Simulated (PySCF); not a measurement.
# PH3 (SMILES P) at 6 levels

Wanted: a comparison of 6 runs (PBE/6-31G, SVWN5/6-31G, UPBE0/6-31G, CCSD(T)/6-31G, UCCSD(T)/6-31G, FCI/6-31G) of PH3. 

Program for the calculation: PySCF 2.14.0.

6 further runs of the same task are left out: 6 set aside as unsound or not needed.

## Step 1: The molecule

PH3 has 4 atoms, charge 0, and is taken as a singlet. As SMILES, `P`. The P1–H4 distance was set to 3.123 Å, away from the relaxed value. At this shape a bond of the SMILES string is far longer than usual.

Bond lengths: P1–H2 1.420 Å, P1–H3 1.420 Å. Angles: H2–P1–H3 93.1°.

## Step 2: The energy at PBE/6-31G (run 1)

The input, job.py:

```python
from pyscf import gto, dft

mol = gto.M(
    atom='P 0.726755 -1.946477 0.032115; H 1.011655 -1.653977 1.391915; H -0.624745 -2.282977 0.307715; H 0.028700 1.023500 -0.636900',
    verbose=4,
    basis='6-31g',
    max_memory=1860,
    charge=0,
)

myscf = dft.RKS(mol)
myscf.xc = 'pbe'
myscf.grids.level = 5
myscf.conv_tol = 1e-10
myscf.kernel()
if not myscf.converged:
    myscf = myscf.newton().run(myscf.mo_coeff, myscf.mo_occ)

etot = myscf.e_tot
print('E = %.10f Eh' % etot)
```

Run with:

```
$ OMP_NUM_THREADS=1 python job.py
```

What it wrote:

```text
PySCF version 2.14.0

[... 79 lines left out ...]
converged SCF energy = -342.773197317207
E = -342.7731973172 Eh
```

Wall time 2 s (1 thread of Arm Neoverse V2, shared host); peak memory 0.17 GiB.

## Step 3: A single-point energy at SVWN5/6-31G (run 2)

The input, run.py:

```python
from pyscf import gto, dft

mol = gto.Mole()
mol.atom = '''
P      1.373368    -3.678308     0.060689
H      1.911751    -3.125564     2.630338
H     -1.180597    -4.314201     0.581497
H      0.054235     1.934135    -1.203567
'''
mol.verbose = 4
mol.basis = '6-31g'
mol.unit = 'bohr'
mol.charge = 0
mol.max_memory = 1860
mol.build()

myscf = dft.RKS(mol)
myscf.xc = 'svwn'
myscf.conv_tol = 1e-10
myscf.grids.level = 5
myscf.kernel()
if not myscf.converged:
    myscf = myscf.newton().run(myscf.mo_coeff, myscf.mo_occ)

e_tot = myscf.e_tot
print('E = %.10f Eh' % e_tot)
```

Run with:

```
$ OMP_NUM_THREADS=1 python run.py
```

What it wrote:

```text
PySCF version 2.14.0

[... 78 lines left out ...]
converged SCF energy = -341.636839356289
E = -341.6368393563 Eh
```

Run time: 1.5 s. Hardware: 1 thread of Arm Neoverse V2, shared host; peak memory 0.13 GiB.

Runs 3 to 5 aren't shown in full; the table further down has their settings and results.

## Step 4: The energy at FCI/6-31G (run 6)

The input, input.py:

```python
from pyscf import gto, mcscf

mol = gto.Mole()
mol.atom = '''
P        0.726755      -1.946477       0.032115
H        1.011655      -1.653977       1.391915
H       -0.624745      -2.282977       0.307715
H        0.028700       1.023500      -0.636900
'''
mol.verbose = 3
mol.spin = 0
mol.basis = '6-31g'
mol.max_memory = 1860
mol.build()

myscf = mol.RHF()
myscf.conv_tol = 1e-10
myscf.kernel()
if not myscf.converged:
    myscf = myscf.newton().run(myscf.mo_coeff, myscf.mo_occ)

cas = mcscf.CASCI(myscf, myscf.mo_coeff.shape[-1] - 5, (mol.nelec[0] - 5, mol.nelec[1] - 5))  # full CI above the frozen core
cas.fix_spin_(ss=0.0)
cas.kernel()
e_final = cas.e_tot
print(f'total energy: {e_final:.8f} hartree')
```

Run with:

```
$ OMP_NUM_THREADS=1 python input.py
```

What it wrote:

```text
converged SCF energy = -342.20875005989
CASCI E = -342.380459763052  E(CI) = -13.1788512754172  S^2 = 0.0000000
total energy: -342.38045976 hartree
```

It took 38 s on 1 thread of Arm Neoverse V2, shared host; peak memory 0.33 GiB.

## Step 5: Overview of the runs

```
run           level  follow instability  integration grid  energy (Eh)  dipole moment (D) of the reference  HOMO energy (eV)  LUMO energy (eV)  wall time
  1       PBE/6-31G                   –                 5  -342.773197                                1.68             -6.17             -4.94        2 s
  2     SVWN5/6-31G                   –                 5  -341.636839                                1.62             -6.20             -4.94      1.5 s
  3     UPBE0/6-31G                 yes                 5  -342.823394                                1.35             -7.29             -3.12       11 s
  4   CCSD(T)/6-31G                   –                 –  -342.381589                                2.25             -8.26             -1.56     0.64 s
  5  UCCSD(T)/6-31G                 yes                 –  -342.378046                                1.21            -10.29              0.93     0.88 s
  6       FCI/6-31G                   –                 –  -342.380460                                2.25             -8.26             -1.56       38 s
```

## Step 6: Summary of results

```
                                          quantity          value
                               run 6: total energy  -342.38046 Eh
       run 6: dipole moment (Hartree–Fock density)         2.25 D
        run 6: HOMO energy (Hartree–Fock orbitals)       -8.26 eV
        run 6: LUMO energy (Hartree–Fock orbitals)       -1.56 eV
      run 6: HOMO–LUMO gap (Hartree–Fock orbitals)        6.70 eV
run 6: correlation energy (5 core orbitals frozen)     -171.7 mEh
```

In words: Against full CI in this basis: CCSD(T) -1.1 mEh; UCCSD(T) +2.4 mEh. Over runs 1, 2, 3 the dipole moment (its size) runs from 1.35 D (UPBE0/6-31G) to 1.68 D (PBE/6-31G). Over runs 1, 2, 3 the HOMO–LUMO gap runs from 1.24 eV (PBE/6-31G) to 4.17 eV (UPBE0/6-31G). Totals of different functionals can't be ranked against each other. In run 4 the T1 diagnostic is large, so a single reference may not serve. In runs 1, 2, 4 a closed-shell determinant meets a far-stretched bond, which it describes badly. Spin contamination of the reference: run 5 ⟨S²⟩ = 0.97, run 3 ⟨S²⟩ = 0.92. Where it is this large, the reference is a mixture of spin states, and values that rest on it are in doubt. All runs together took 55 s, the longest 38 s.
